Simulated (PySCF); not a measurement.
## Molecular orbitals of HCl

r²SCAN at R = 1.279 Å; PySCF, no relativity, basis sets H def2-TZVPPD, Cl def2-TZVPPD. State: ¹Σ⁺ (singlet), closed shell. Only the outer orbitals are listed, counted within each symmetry.

```
orbital  occ.  ε (eV)  on H (%)           main shells (%)
     4σ     2  -22.03         8                   90 Cl s
     5σ     2  -12.22        27   63 Cl p, 26 H s, 9 Cl s
     2π     2   -8.38         1                   98 Cl p
     2π     2   -8.38         1                   98 Cl p
     6σ     0   -0.35        16  46 Cl s, 24 H p, 19 Cl p
```

Question: Which are the highest filled and the lowest empty level, where do they sit, and how wide is the gap?

Answer: Highest filled 2π at -8.38 eV (in %: 98 Cl p); lowest empty 6σ at -0.35 eV (in %: 46 Cl s, 24 H p, 19 Cl p); the gap at r²SCAN is 8.03 eV.

The bond order (Mayer) is 0.97, the ⟨S²⟩ is 0.000 and the charge on H (Mulliken, basis-dependent) is 0.25. The charge on H (Löwdin, basis-dependent) is -0.44 and the dipole moment (positive dipole means H(−)Cl(+)) is -1.12 D.
